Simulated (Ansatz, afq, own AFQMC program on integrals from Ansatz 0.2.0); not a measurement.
AFQMC on a folder of integrals that Ansatz 0.2.0 wrote.

```yaml
crystal:
  periodic: [false, false, false]
  atoms:
    - {symbol: Ge, position_ang: [0.000000, 0.000000, 0.080265]}
    - {symbol: C, position_ang: [0.000000, 0.000000, -1.701841]}
    - {symbol: H, position_ang: [0.000000, 0.000000, 1.621576]}
basis:
  gaussian: {orbitals: cc-pVDZ}
magnetization: {spin_polarized: false, initial_magnetization: 1}
correlation: {method: ccsd_t, electrons: outside_noble_gas, hamiltonian_folder: ham}
```

```sh
$ ansatz run in.yaml --threads 1 --pin off --events-out ev --progress --plain --max-ram 1382MiB
```

Options of the walk:

```
--method phaseless --trial mp1 --walkers 20 --populations 1 --least-time 40 --time-step 0.01 --steps-per-block 10 --equilibration-blocks 60 --max-blocks 400 --target-error 0.00072 --factor-cut 1e-05 --start spin_pure --seed 5642 --taylor-order 4
```

Times are imaginary, in 1/Eh. The walk had a cap of 271 s. Filled inner d shells are frozen with the cores.

afq prints:

```
orbitals 31  electrons 5 4  factors 237 of 504
reference energy -2113.54653184 Eh
CCSD correlation -0.23213315 Eh in 15 cycles, weight of the determinant in the CISD state 0.8333
energy of the start -2113.755182 Eh
 block  time / (1/Eh)  mean weight  energy / Eh
     1     0.100  1.0020  -2113.754670
     2     0.200  0.9967  -2113.754656
     3     0.300  1.0001  -2113.756547
     4     0.400  1.0073  -2113.762401
     5     0.500  1.0018  -2113.762630
     8     0.800  0.9987  -2113.768985
    12     1.200  1.0010  -2113.769492
    45     4.500  1.0100  -2113.792073
    78     7.800  0.9962  -2113.781680
   111    11.100  0.9904  -2113.830421
   122    12.200  0.9999  -2113.841146
   144    14.400  1.0044  -2113.772952
   177    17.700  0.9978  -2113.775009
   210    21.000  0.9990  -2113.806737
   243    24.300  1.0064  -2113.792260
   276    27.600  0.9990  -2113.778337
   309    30.900  0.9955  -2113.817250
   342    34.200  0.9994  -2113.806564
   375    37.500  1.0042  -2113.782652
   408    40.800  0.9964  -2113.815808
   441    44.100  1.0002  -2113.787170
   452    45.200  0.9990  -2113.785225
blocks merged  error / Eh  count
     1  0.000768  400
     2  0.000997  200
     4  0.001264  100
     8  0.001584  50
    16  0.001904  25
    32  0.002168  12
energy -2113.796574 +/- 0.001904 Eh
(rows thinned)
```

The run passed its tests (sampling time, drift between the halves within three errors, error under three times the target), which doesn't prove that it has relaxed.

Against this walk (error 51.8 meV) on the same determinant: CCSD(T) 89.6 meV higher (within the noise), CCSDT(Q) 10.2 meV higher (within the noise). The error is statistical and leaves out the bias of the constraint. None of these is a sure reference here.

Cautions: constraint bias not in the error; error above the target (51.8 against 19.6 meV); no relativity below Rb; no spin-orbit coupling; inner d shell frozen; higher spins were not checked; a spin-contaminated unrestricted determinant lies lower (UHF 428 meV lower, ⟨S²⟩ 2.17); (T) is large, 6 % of the CCSD correlation; so few walkers bias the energy; the time-step error isn't removed.

The walk took 23 s on 1 thread of Intel(R) Xeon(R) 6975P-C (Granite Rapids) (shared host). The log's last line is the phaseless energy.

CCSDT and higher add their correlation energy to the determinant of the CCSD(T) run, since their own runs factorise the integrals more tightly (a shift of under 2 meV). A walk keeps the symmetry of its determinant, which the program's search chose and which needn't be the lowest solution, so a lower state of the same spin and another symmetry isn't excluded.
